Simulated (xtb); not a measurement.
H3N, charge -1, doublet, at a GFN2-xTB geometry of the parent state (a state made from the parent by changing its charge; the spin is typed, not shown lowest); GFN1-xTB in xtb.

xtb was given this input:
```
$ xtb mol.xyz --gfn 1 --chrg -1 --uhf 1 --json

# file mol.xyz
4

N     -0.00088861     0.00220129     0.11002386
H      0.01587655     0.93846578    -0.27548989
H      0.81249024    -0.48875726    -0.24050098
H     -0.82214652    -0.46511757    -0.25417613
```

Output, abridged:

```
   ID    Z sym.   atoms
    1    7 N      1
    2    1 H      2-4

           -------------------------------------------------
          |                Calculation Setup                |
           -------------------------------------------------

           -------------------------------------------------
          |                 G F N 1 - x T B                 |
           -------------------------------------------------

          ...................................................
          :                      SETUP                      :
          :.................................................:
          :  # basis functions                  10          :
          :  # atomic orbitals                  10          :
          :  # shells                            8          :
          :  # electrons                         9          :
          :  # halogen bonds                     0          :
          :  max. iterations                   250          :
          :  Hamiltonian                  GFN1-xTB          :
          :  restarted?                      false          :
          :  GBSA solvation                  false          :
          :  PC potential                    false          :
          :  electronic temp.          300.0000000     K    :
          :  accuracy                    1.0000000          :
          :  -> integral cutoff          0.2500000E+02      :
          :  -> integral neglect         0.1000000E-07      :
          :  -> SCF convergence          0.1000000E-05 Eh   :
          :  -> wf. convergence          0.2000000E-04 e    :
          :  Broyden damping             0.4000000          :
          :  net charge                         -1          :
          :  unpaired electrons                  1          :
          ...................................................

 iter      E             dE          RMSdq      gap      omega  full diag
   1     -4.8302559 -0.483026E+01  0.601E+00    2.27       0.0  T
   2     -4.8460787 -0.158228E-01  0.353E+00    2.33       1.0  T
   3     -4.8484242 -0.234542E-02  0.111E+00    2.36       1.0  T
   4     -4.8485909 -0.166783E-03  0.146E-02    2.36       3.4  T
   5     -4.8485911 -0.128010E-06  0.605E-05    2.36     827.0  T
   6     -4.8485911 -0.122569E-12  0.256E-05    2.36    1956.7  T

   *** convergence criteria satisfied after 6 iterations ***

         :::::::::::::::::::::::::::::::::::::::::::::::::::::
         ::                     SUMMARY                     ::
         :::::::::::::::::::::::::::::::::::::::::::::::::::::
         :: total energy              -4.794318310218 Eh    ::
         :: gradient norm              0.027521299660 Eh/a0 ::
         :: HOMO-LUMO gap              2.356591381679 eV    ::
         ::.................................................::
         :: SCC energy                -4.848591070848 Eh    ::
         :: -> electrostatic           0.197627496140 Eh    ::
         :: repulsion energy           0.054565311560 Eh    ::
         :: dispersion energy         -0.000292550930 Eh    ::
         :: halogen bond corr.         0.000000000000 Eh    ::
         :: add. restraining           0.000000000000 Eh    ::
         :: total charge              -1.000000000000 e     ::
         :::::::::::::::::::::::::::::::::::::::::::::::::::::

           -------------------------------------------------
          |                Property Printout                |
           -------------------------------------------------

    * Orbital Energies and Occupations

         #    Occupation            Energy/Eh            Energy/eV
      -------------------------------------------------------------
         1        2.0000           -0.3950140             -10.7489
         2        2.0000           -0.1885607              -5.1310
         3        2.0000           -0.1885607              -5.1310
         4        2.0000           -0.0640974              -1.7442
         5        1.0000            0.2033324               5.5330 (HOMO)
         6                          0.2899355               7.8895 (LUMO)
         7                          0.2899355               7.8895
         8                          0.6170446              16.7906
         9                          0.6170447              16.7906
        10                          1.0220501              27.8114
      -------------------------------------------------------------
                  HL-Gap            0.0866031 Eh            2.3566 eV
             Fermi-level            0.1581257 Eh            4.3028 eV

  Mulliken/CM5 charges         n(s)   n(p)   n(d)
     1N    -0.54188 -1.08895   1.483  4.059  0.000
     2H    -0.15271  0.02965   1.153  0.000  0.000
     3H    -0.15271  0.02965   1.153  0.000  0.000
     4H    -0.15271  0.02965   1.153  0.000  0.000

Wiberg/Mayer (AO) data.
largest (>0.10) Wiberg bond orders for each atom

 ---------------------------------------------------------------------------
     #   Z sym  total        # sym  WBO       # sym  WBO       # sym  WBO
 ---------------------------------------------------------------------------
     1   7 N    2.886 --     4 H    0.962     3 H    0.962     2 H    0.962
     2   1 H    1.390 --     1 N    0.962     3 H    0.214     4 H    0.214
     3   1 H    1.390 --     1 N    0.962     2 H    0.214     4 H    0.214
     4   1 H    1.390 --     1 N    0.962     2 H    0.214     3 H    0.214
 ---------------------------------------------------------------------------

Topologies differ in total number of bonds
Writing topology from bond orders to xtbtopo.mol

 dipole moment from electron density (au)
     X       Y       Z
   0.0021  -0.0052  -0.2582  total (Debye):    0.656

           -------------------------------------------------
          | TOTAL ENERGY               -4.794318310218 Eh   |
          | GRADIENT NORM               0.027521299660 Eh/α |
          | HOMO-LUMO GAP               2.356591381679 eV   |
           -------------------------------------------------

normal termination of xtb
```
